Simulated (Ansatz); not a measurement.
# SiNH₄ (quartet): wave-function methods side by side at distance Si1–H5 along a hydrogen transfer = 1.680 Å, cc-pVDZ

Aim: climb from Hartree-Fock through coupled cluster and multireference methods for SiNH₄ (quartet) at one geometry and basis, and see what each rung misses.

Method: cc-pVDZ, correlated electrons: outside noble gas; program: Ansatz 0.2.0, Gaussian basis.

Plan: UHF; CCSD(T) on ROHF; CCSD(T) on UHF; BCCD(T) on ROHF; CISD; CCSDT(Q) on ROHF; CCSDT(Q) on UHF; CASSCF and MRCISD+Q, 5 electrons in 5 orbitals; CASSCF and NEVPT2, 5 electrons in 5 orbitals.

**1. The geometry**

The geometry derives from fragments relaxed apart (PBE0/def2-TZVP) and kept rigid, so it is no stationary point. A hydrogen atom is moved between rigid fragments.

6 atoms, charge 0, spin multiplicity 4.

Atoms are counted from 1 here; the program's logs count them from 0.

Bond lengths: Si1–H2 1.485 Å, Si1–H3 1.485 Å, Si1–H4 1.485 Å, Si1–H5 1.680 Å. Angles: H2–Si1–H3 109.5°, H2–Si1–H4 109.5°, H2–Si1–H5 109.5°, H3–Si1–H4 109.5°, H3–Si1–H5 109.5°, H4–Si1–H5 109.5°.

In the tables R marks a restricted open-shell determinant and U an unrestricted one; 'pair' is the active space of 5 electrons in 5 orbitals; correlation energies count from the lowest restricted Hartree-Fock solution.

**2. UHF**

in.yaml reads:

```yaml
crystal:
  periodic: [false, false, false]
  atoms:
    - {symbol: Si, position_ang: [-0.978156, 0.000000, 0.000000]}
    - {symbol: H, position_ang: [-1.473028, 1.399708, 0.000000]}
    - {symbol: H, position_ang: [-1.473027, -0.699854, 1.212183]}
    - {symbol: H, position_ang: [-1.473028, -0.699854, -1.212183]}
    - {symbol: H, position_ang: [0.701844, 0.000000, 0.000000]}
    - {symbol: N, position_ang: [2.228844, 0.000000, 0.000000]}
basis:
  gaussian: {orbitals: cc-pVDZ}
magnetization: {spin_polarized: true, initial_magnetization: 3}
hamiltonian: {xc: hf}
output: {orbitals: {seedname: orbitals}}
```

Started as:

```
$ ansatz run in.yaml --threads 1 --pin off --events-out ev --progress --plain --max-ram 2393MiB
```

The runs that follow: CCSD(T) on ROHF; CCSD(T) on UHF; BCCD(T) on ROHF; CISD; CCSDT(Q) on ROHF; CCSDT(Q) on UHF; CASSCF and MRCISD+Q, 5 electrons in 5 orbitals; CASSCF and NEVPT2, 5 electrons in 5 orbitals.

**Question.** What will the summary of the whole plan be? Wanted: correlation energy, UCCSDT(Q); RMP2 from UCCSDT(Q); UMP2 from UCCSDT(Q); RCCSD from UCCSDT(Q); RCCSD(T) from UCCSDT(Q); UCCSD(T) from UCCSDT(Q); RCCSDT(Q) from UCCSDT(Q); NEVPT2 pair from UCCSDT(Q); MRCISD+Q pair from UCCSDT(Q).

**Answer**, as computed:

```
                         quantity                                                                  value
    correlation energy, UCCSDT(Q)                                                             -7.0069 eV
              RMP2 from UCCSDT(Q)                                                        +34.51 kcal/mol
              UMP2 from UCCSDT(Q)                                                        +33.72 kcal/mol
             RCCSD from UCCSDT(Q)                                                         +3.59 kcal/mol
          RCCSD(T) from UCCSDT(Q)                                                         +0.79 kcal/mol
          UCCSD(T) from UCCSDT(Q)                                                         +0.75 kcal/mol
         RCCSDT(Q) from UCCSDT(Q)                                                         +0.04 kcal/mol
       NEVPT2 pair from UCCSDT(Q)                                                        +32.55 kcal/mol
     MRCISD+Q pair from UCCSDT(Q)                                                         +0.94 kcal/mol
levels within 1 kcal/mol (43 meV)  RCCSD(T), UCCSD(T), BCCD(T), RCCSDT, UCCSDT, RCCSDT(Q), MRCISD+Q pair
                    T1 diagnostic                                                                  0.025
```

**Reading.** RCCSD(T) lands +0.79 kcal/mol from the yardstick (0.5 % of the correlation energy). Of the multireference levels listed MRCISD+Q pair comes nearest (+0.94 kcal/mol). These misses are within one basis and frozen core, not against nature; frozen cores of the runs differ by up to some meV.
